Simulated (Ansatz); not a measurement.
# One shape, several levels: SiH2SF (SMILES F[SiH]S)

Aim: a comparison of 6 runs (UB3LYP/STO-3G, UBHLYP/STO-3G, UCAM-B3LYP/STO-3G, UHSE06/STO-3G, RPA@PBE/STO-3G, UCCSDT(Q)/STO-3G) of SiH2SF. 

The results are computed with Ansatz 0.2.0.

72 further runs of the same task are left out: 4 that didn't finish, 68 set aside as unsound or not needed.

## Step 1: Starting point

SiH2SF: 5 atoms, total charge 0, spin state doublet. SMILES: `F[SiH]S`. The H4–Si2 distance was set to 2.979 Å, away from the relaxed value. At this shape a bond of the SMILES string is far longer than usual.

Bond lengths: F1–Si2 1.603 Å, Si2–S3 2.122 Å, S3–H5 1.344 Å. Angles: F1–Si2–S3 112.5°, Si2–S3–H5 95.0°.

## Step 2: The energy at UB3LYP/STO-3G (run 1)

Contents of input.yaml:

```yaml
crystal:
  periodic: [false, false, false]
  atoms:
    - {symbol: F, position_ang: [-1.249900, 0.721290, 1.946394]}
    - {symbol: Si, position_ang: [-0.637000, 1.080490, 0.508894]}
    - {symbol: S, position_ang: [1.393100, 1.686990, 0.620394]}
    - {symbol: H, position_ang: [-0.621800, -1.416500, -1.115500]}
    - {symbol: H, position_ang: [1.135100, 2.847990, 1.247194]}
basis:
  gaussian: {orbitals: STO-3G}
magnetization: {spin_polarized: true, initial_magnetization: 1}
accuracy: high
hamiltonian: {xc: {name: B3LYP}}
```

On the command line:

```bash
ansatz run input.yaml --threads 1 --pin off --max-ram 2610MiB --events-out events.jsonl --progress --plain --runs-dir runs
```

What it wrote:

```text
Warning: RAYON_NUM_THREADS=1 ignored (pool sized by the plan → 1); use --threads N
Functional definition: B3LYP
  name "B3LYP"
  parameter a0 = 0.2
  parameter ax = 0.72
  parameter ac = 0.81
  exchange = (1 - a0 - ax)*slater_x + ax*b88_x + a0*exact_x
  correlation = (1 - ac)*vwn_rpa_c + ac*lyp_c
460 factors; integrals over basis functions are off by at most 2.7e-8 eV
mean field evaluation 1: about -21198.7611 eV, gradient 1.6e1 eV
mean field evaluation 2: about -21190.3782 eV, gradient 2.1e1 eV
mean field evaluation 4: about -21206.3103 eV, gradient 4.4e0 eV
mean field evaluation 8: about -21207.0091 eV, gradient 2.1e-1 eV
mean field evaluation 16: about -21207.0099 eV, gradient 2.5e-4 eV
mean field -21207.00988568 eV, -779.3432386710 hartree, gradient 4.1e-8 eV, S^2 0.766518; 2 other end points of the search recorded, 0 dependent functions left out
reference -21207.00991481 eV, -779.3432397415 hartree; 21, 20 occupied and 4, 5 virtual orbitals, 460 factors
Total energy: -21207.00991481 eV, -779.3432397415 hartree
```

Run time: 3.3 s. Hardware: 1 thread of Arm Neoverse V1, shared host; peak memory 0.15 GiB.

## Step 3: A single-point energy at UBHLYP/STO-3G (run 2)

Contents of job.yaml:

```yaml
basis:
  gaussian:
    orbitals: STO-3G
crystal:
  periodic: [false, false, false]
  atoms:
    - symbol: F
      position_ang: [-1.249900, 0.721290, 1.946394]
    - symbol: Si
      position_ang: [-0.637000, 1.080490, 0.508894]
    - symbol: S
      position_ang: [1.393100, 1.686990, 0.620394]
    - symbol: H
      position_ang: [-0.621800, -1.416500, -1.115500]
    - symbol: H
      position_ang: [1.135100, 2.847990, 1.247194]
magnetization:
  spin_polarized: true
  initial_magnetization: 1
hamiltonian:
  xc: {name: BHLYP}
accuracy: high
```

On the command line:

```bash
ansatz run job.yaml --threads 1 --pin off --max-ram 2610MiB --events-out events.jsonl --progress --plain --runs-dir runs
```

What it wrote:

```text
Warning: RAYON_NUM_THREADS=1 ignored (pool sized by the plan → 1); use --threads N
Functional definition: BHLYP
  name "BHLYP"
  parameter a = 0.5
  exchange = (1 - a)*b88_x + a*exact_x
  correlation = lyp_c
460 factors; integrals over basis functions are off by at most 2.7e-8 eV
mean field evaluation 1: about -21198.3563 eV, gradient 1.7e1 eV
mean field evaluation 2: about -21192.1239 eV, gradient 1.8e1 eV
mean field evaluation 4: about -21205.0173 eV, gradient 5.7e0 eV
mean field evaluation 8: about -21206.6079 eV, gradient 8.5e-2 eV
mean field evaluation 16: about -21206.6335 eV, gradient 7.1e-4 eV
mean field -21206.63350358 eV, -779.3294068842 hartree, gradient 9.5e-8 eV, S^2 0.773986; 2 other end points of the search recorded, 0 dependent functions left out
reference -21206.63352358 eV, -779.3294076193 hartree; 21, 20 occupied and 4, 5 virtual orbitals, 460 factors
Total energy: -21206.63352358 eV, -779.3294076193 hartree
```

Wall time 2.8 s (1 thread of Arm Neoverse V1, shared host); peak memory 0.15 GiB.

## Step 4: A single-point energy at UCAM-B3LYP/STO-3G (run 3)

Contents of job.yaml:

```yaml
crystal:
  periodic: [false, false, false]
  atoms:
    - {symbol: F, position_ang: [-1.249900, 0.721290, 1.946394]}
    - {symbol: Si, position_ang: [-0.637000, 1.080490, 0.508894]}
    - {symbol: S, position_ang: [1.393100, 1.686990, 0.620394]}
    - {symbol: H, position_ang: [-0.621800, -1.416500, -1.115500]}
    - {symbol: H, position_ang: [1.135100, 2.847990, 1.247194]}
basis:
  gaussian: {orbitals: STO-3G}
magnetization: {spin_polarized: true, initial_magnetization: 1}
hamiltonian: {xc: {name: CAM-B3LYP}}
accuracy: high
```

On the command line:

```bash
ansatz run job.yaml --threads 1 --pin off --max-ram 2610MiB --events-out events.jsonl --progress --plain --runs-dir runs
```

What it wrote (excerpt; [...] marks lines left out):

```text
Warning: RAYON_NUM_THREADS=1 ignored (pool sized by the plan → 1); use --threads N
Functional definition: CAM-B3LYP
  name "CAM-B3LYP"
[...]
460 factors; integrals over basis functions are off by at most 2.7e-8 eV
179 factors; integrals over basis functions are off by at most 1.1e-9 eV
[...]
mean field -21204.98504048 eV, -779.2688269825 hartree, gradient 5.6e-8 eV, S^2 0.767739; 2 other end points of the search recorded, 0 dependent functions left out
reference -21204.98505463 eV, -779.2688275025 hartree; 21, 20 occupied and 4, 5 virtual orbitals, 460 factors
Total energy: -21204.98505463 eV, -779.2688275025 hartree
```

Wall time 3.6 s (1 thread of Arm Neoverse V1, shared host); peak memory 0.15 GiB.

Runs 4 to 5 aren't shown in full; the table further down has their settings and results.

## Step 5: The energy at UCCSDT(Q)/STO-3G (run 6)

Edit job.yaml of step 4 so:

```diff
@@ -11,3 +11,4 @@
 magnetization: {spin_polarized: true, initial_magnetization: 1}
-hamiltonian: {xc: {name: CAM-B3LYP}}
+correlation: {method: ccsdt_q, frozen_orbitals: {F: 1, H: 0, S: 5, Si: 5}}
 accuracy: high
+scf: {omitted_lower_state_checks: [cluster_reference, increment]}
```

On the command line:

```bash
ansatz run job.yaml --threads 1 --pin off --max-ram 2610MiB --events-out events.jsonl --progress --plain --runs-dir runs
```

What it wrote:

```text
Warning: RAYON_NUM_THREADS=1 ignored (pool sized by the plan → 1); use --threads N
[... 13 lines left out ...]
11 core orbitals not correlated: weight in the atoms' cores, before any rotation towards them, 1.000 or more for the frozen orbitals, at most 0.000 for the correlated occupied ones
[... 50 lines left out ...]
Total energy: -21168.78912510 eV, -777.9386516269 hartree
Checks for a lower state left out: cluster_reference, increment
```

Run time: 2.9 s. Hardware: 1 thread of Arm Neoverse V1, shared host; peak memory 0.13 GiB.

## Step 6: All runs side by side

```tsv
run	level	frozen core orbitals	energy (Eh)	⟨S²⟩	wall time
1	UB3LYP/STO-3G	–	-779.343240	0.767	3.3 s
2	UBHLYP/STO-3G	–	-779.329408	0.774	2.8 s
3	UCAM-B3LYP/STO-3G	–	-779.268828	0.768	3.6 s
4	UHSE06/STO-3G	–	-779.004145	0.764	3.6 s
5	RPA@PBE/STO-3G	11	-777.991188	0.762	3.6 s
6	UCCSDT(Q)/STO-3G	11	-777.938652	0.886	2.9 s
```

## Step 7: Results

| quantity | value |
| --- | --- |
| run 6: total energy | -777.93865 Eh |
| run 6: correlation energy (11 core orbitals frozen) | -100.4 mEh |
| run 6: ⟨S²⟩ of the reference determinant | 0.886 |
| run 6: T1 diagnostic | 0.038 |

What this shows: Totals of different functionals can't be ranked against each other. In runs 1, 2, 3, 4, 5, 6 the basis is minimal, so the values are rough. Spin contamination of the reference: run 6 ⟨S²⟩ = 0.89. All runs together took 20 s, the longest 3.6 s.
